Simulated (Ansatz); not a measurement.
Geometry optimisation, RKS PBE-D4/def2-SVP (Ansatz 0.2.0).

input.yaml

```yaml
crystal:
  periodic: [false, false, false]
  atoms:
    - { symbol: O, position_ang: [-0.79093, 0.58009, -0.51872] }
    - { symbol: C, position_ang: [-0.18638, -0.53653, 0.19093] }
    - { symbol: Si, position_ang: [1.09664, -1.30816, 0.94972] }
    - { symbol: H, position_ang: [-0.11934, 1.2646, -0.62193] }
total_charge: -1
basis:
  gaussian: { orbitals: def2-SVP }
hamiltonian:
  xc: pbe
  dispersion: d4
relax:
  f_tol: 0.02
  max_steps: 40
scf:
  lower_state_search: "off"
output:
  orbitals: {}
```

Command:

```bash
$ ansatz run input.yaml --threads 1 --pin off --max-ram 2048MiB --backend cpu --events-out ev --progress --plain --runs-dir out
```

Problem. Where does it end, and by what steps?

Solution. The forces met the threshold. Limits of this set-up: an anion without diffuse functions, the dipole of an ion depends on the origin. After 5 steps the energy has fallen by 0.334 eV; C2 moved furthest, 0.28 Å.

```json
{"step": "0", "energy less start (eV)": "0.0000", "largest force component (eV/Å)": "2.671", "accepted": "yes"}
{"step": "1", "energy less start (eV)": "-0.1741", "largest force component (eV/Å)": "1.469", "accepted": "yes"}
{"step": "2", "energy less start (eV)": "-0.3079", "largest force component (eV/Å)": "0.764", "accepted": "yes"}
{"step": "3", "energy less start (eV)": "-0.3326", "largest force component (eV/Å)": "0.249", "accepted": "yes"}
{"step": "4", "energy less start (eV)": "-0.3336", "largest force component (eV/Å)": "0.122", "accepted": "yes"}
{"step": "5", "energy less start (eV)": "-0.3343", "largest force component (eV/Å)": "0.011", "accepted": "yes"}
```

```xyz
4
Properties=species:S:1:pos:R:3
O -0.788 0.513 -0.486
C 0.030 -0.361 0.177
Si 1.004 -1.456 0.989
H -0.246 1.304 -0.680
```

The run took 5.1 s on 1 thread of Arm Neoverse V1, on a shared host, peak memory 0.11 GiB.
